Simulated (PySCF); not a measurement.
## Working with the constants of PF

UHF-CCSD(T) constants of PF, ³Σ⁻ (triplet), unpaired electrons π ↑↑ (PySCF, no relativity, basis sets P def2-TZVPPD, F def2-TZVPPD; masses 30.9738 and 18.9984 u):

```
ωe              : 843.8 cm⁻¹
ωexe            : 4.64 cm⁻¹
Be              : 0.55826 cm⁻¹
αe              : 0.00461 cm⁻¹
D (centrifugal) : 9.77e-07 cm⁻¹
De to P + F     : 4.44 eV
```

Question: Give the vibrational terms G(v) and spacings up to v = 6.

Answer: G(v) = ωe(v+½) − ωexe(v+½)².

| v | G(v) (cm⁻¹) | G(v) − G(v−1) | Bv (cm⁻¹) |
| --- | --- | --- | --- |
| 0 | 420.7 |  | 0.5560 |
| 1 | 1255.3 | 834.5 | 0.5513 |
| 2 | 2080.5 | 825.2 | 0.5467 |
| 3 | 2896.5 | 816.0 | 0.5421 |
| 4 | 3703.1 | 806.7 | 0.5375 |
| 5 | 4500.5 | 797.4 | 0.5329 |
| 6 | 5288.7 | 788.1 | 0.5283 |

Question: How well does the Morse estimate ωe²/(4ωexe) reproduce De, and what is D0?

Answer: It gives 4.76 eV, 107 % of the computed De. D0 = De − G(0) = 4.44 − 0.05 = 4.39 eV.

Correlated steps freeze 6 core orbitals. The state was picked by a PBE0 search and need not be the measured ground state.
